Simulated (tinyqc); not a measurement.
Inside a calculation (part 2 of 2). Method: ROHF in the sto-3g basis, for CH, spin multiplicity 4. Computed by tinyqc, a small Python program that keeps every step (integrals from PySCF). Command: `OMP_NUM_THREADS=1 python tinyqc.py 26602 26603 out.jsonl` (the two numbers bound the seeds that draw the settings). One thread of a shared host (Intel(R) Xeon(R) Processor @ 2.60GHz), about 0.1 s of CPU time with the checks.

Geometry (angstrom):
```
atom,x,y,z
C,0.00000,0.00000,0.00000
H,0.00000,0.00000,0.96300
```

## Populations, bond orders and dipole

D(alpha) after iteration 7, lower triangle:
```
,1C 1s,1C 2s,1C 2px,1C 2py,1C 2pz,2H 1s
1C 1s,1.05755
1C 2s,-0.22178,0.92083
1C 2px,0.00000,0.00000,1.00000
1C 2py,0.00000,0.00000,0.00000,1.00000
1C 2pz,0.06564,-0.33768,0.00000,0.00000,0.47435
2H 1s,-0.04274,0.01638,0.00000,0.00000,0.32621,0.31573
```

D(beta) after iteration 7, lower triangle:
```
,1C 1s,1C 2s,1C 2px,1C 2py,1C 2pz,2H 1s
1C 1s,1.02193
1C 2s,-0.06962,0.27093
1C 2px,0.00000,0.00000,0.00000
1C 2py,0.00000,0.00000,0.00000,0.00000
1C 2pz,-0.05076,0.15950,0.00000,0.00000,0.09400
2H 1s,-0.09743,0.24999,0.00000,0.00000,0.14750,0.23176
```

overlap S, lower triangle:
```
,1C 1s,1C 2s,1C 2px,1C 2py,1C 2pz,2H 1s
1C 1s,1.00000
1C 2s,0.24836,1.00000
1C 2px,0.00000,0.00000,1.00000
1C 2py,0.00000,0.00000,0.00000,1.00000
1C 2pz,0.00000,0.00000,0.00000,0.00000,1.00000
2H 1s,0.08371,0.56587,0.00000,0.00000,0.50631,1.00000
```

Mulliken: Z minus the diagonal of D S on the atom; Loewdin: the same with S^(1/2) D S^(1/2); Mayer order: 2 sum_s sum (D(s) S)_ij (D(s) S)_ji over the two atoms.

Charges (e):
```
atom,Mulliken,Loewdin,Mulliken spin
1C,-0.07368,-0.03822,2.95316
2H,0.07368,0.03822,0.04684
```

Mayer bond orders:
```
pair,order
2-1,0.99238
```

dipole moment about the origin, x y z (debye): 0.00000  0.00000  -0.01477
